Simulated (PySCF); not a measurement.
**Accurate constants of ClF, step by step**

What constants does extrapolated CCSD(T) give for ClF, and what does each step add?

Program: PySCF 2.14.0. Level of theory: CCSD(T) on RHF, no relativity in the base curves; scalar relativity is added as a correction. These are calculated values, not measurements.

2 further runs of the same task are left out: 2 set aside as unsound or not needed.

### 1 Set-up

```yaml
molecule: ClF
state: singlet, unpaired electrons none
smaller_basis: Cl cc-pV(T+d)Z, F cc-pVTZ
larger_basis: Cl cc-pV(Q+d)Z, F cc-pVQZ
frozen_core_orbitals: 6
extrapolation: correlation as n⁻³ (n = 3, 4), Hartree–Fock as (n+1)·exp(−9√n)
corrections: core–valence correlation, scalar relativity
distances_Å: 1.4324, 1.4975, 1.5627, 1.6278, 1.6929, 1.7743, 1.8557
masses_u: 34.9689, 18.9984
dissociation_limit: Cl + F
```

On the command line:

```bash
$ OMP_NUM_THREADS=4 python comp.py task.json out
```

### 2 The runs

The logs of the single runs were not kept.

Parts of the energy along the bond, in eV from Cl + F:

```tsv
R (Å)	HF/CBS	CCSD corr.	(T)	core–valence	relativity	total
1.4324	0.154	-1.868	-0.1674	-0.0262	0.0112	-1.896
1.4975	-0.249	-1.937	-0.1875	-0.0191	0.0100	-2.383
1.5627	-0.399	-2.011	-0.2090	-0.0134	0.0085	-2.624
1.6278	-0.369	-2.090	-0.2322	-0.0089	0.0071	-2.692
1.6929	-0.210	-2.172	-0.2573	-0.0054	0.0058	-2.639
1.7743	0.111	-2.281	-0.2918	-0.0020	0.0044	-2.460
1.8557	0.517	-2.397	-0.3308	0.0006	0.0032	-2.207
```

The whole job (state search and all levels along the bond) took 6.1 min on 4 threads of Arm Neoverse V1 (shared host), peak memory 3.2 GiB.

### 3 Results

```tsv
level	Re (Å)	ωe (cm⁻¹)	ωexe (cm⁻¹)	αe (cm⁻¹)	De (eV)
CCSD(T)/cc-pVTZ(-PP)	1.6379	775.2	5.11	0.00437	2.426
CCSD(T)/cc-pVQZ(-PP)	1.6318	786.2	4.96	0.00427	2.595
HF/CBS	1.5817	919.8	3.60	0.00342	0.406
MP2/CBS	1.6242	810.9	4.23	0.00391	2.974
CCSD/CBS	1.6166	825.4	4.31	0.00392	2.460
CCSD(T)/CBS	1.6291	791.3	4.86	0.00422	2.691
CCSD(T)/CBS+CV	1.6269	793.1	4.85	0.00423	2.699
CCSD(T)/CBS+CV+SR	1.6277	791.8	4.85	0.00422	2.692
```

What this shows: The last step gives Re = 1.6277 Å, ωe = 791.8 cm⁻¹ and De = 2.692 eV; the smaller basis alone is off from it by +10.2 mÅ and -0.27 eV. Near the minimum the mean field binds by 0.37 eV and correlation adds 2.32 eV of binding. T1 is 0.011. Spin–orbit coupling and excitations beyond (T) are left out.
